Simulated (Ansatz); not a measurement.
What a trial cell of Hf3Cu relaxes into

Level of theory: Ansatz, DFT PBE, scalar-relativistic, plane waves, PAW. Cutoff 420 eV, Γ-centred k mesh, Gaussian smearing, no spin polarisation in the final step.

The start puts Hf3Cu on the Cu3Au (L1_2) structure type (Pm-3m, No. 221), with Cu in place of Au, Hf in place of Cu, at a guessed volume.

```
CELL_PARAMETERS angstrom
4.11839 0.00000 0.00000
0.00000 4.11839 0.00000
0.00000 0.00000 4.11839
ATOMIC_POSITIONS crystal
Hf 0.00000 0.50000 0.50000
Hf 0.50000 0.00000 0.50000
Hf 0.50000 0.50000 0.00000
Cu 0.00000 0.00000 0.00000
```

Cell and atoms relax at zero pressure; the relaxation can't lower the symmetry of the start. After a coarse first stage the cell is made exact in the group found at 0.06 Å.

Formation energies are uncorrected and refer to the elements' standard structures at the same level.

What does it relax into?

It keeps Pm-3m (No. 221). The result has the Cu3Au (L1_2) structure. Conventional cell: a = 4.280 Å. Hf has 4 Cu at 3.03 Å and 8 Hf at 3.03 Å; Cu has 12 Hf at 3.03 Å.

```xyz
4
Lattice="4.2795 0.0000 0.0000 0.0000 4.2795 0.0000 0.0000 0.0000 4.2795" Properties=species:S:1:pos:R:3 pbc="T T T"
Hf    0.0000    2.1398    2.1398
Hf    2.1398    0.0000    2.1398
Hf    2.1398    2.1398    0.0000
Cu    0.0000    0.0000    0.0000
```

What are its volume, energy, density and gap?

The volume per atom is 19.59 Å³ and the density is 12.69 g/cm³. The energy over the elements is 0.08 eV/atom. The gap on the 12×12×12 mesh is 0 eV (a metal).

The final run used a 12×12×12 mesh on its 4-atom cell and 0.10 eV smearing. For metals, differences of a few meV/atom aren't resolved. Spin–orbit coupling is left out. Symmetry constrained the relaxation, so the result can be a saddle point. The steps took about 120 core-seconds in all.

Cost: 3 runs of about 2 core-minutes in all, on Arm Neoverse V2 (shared hosts).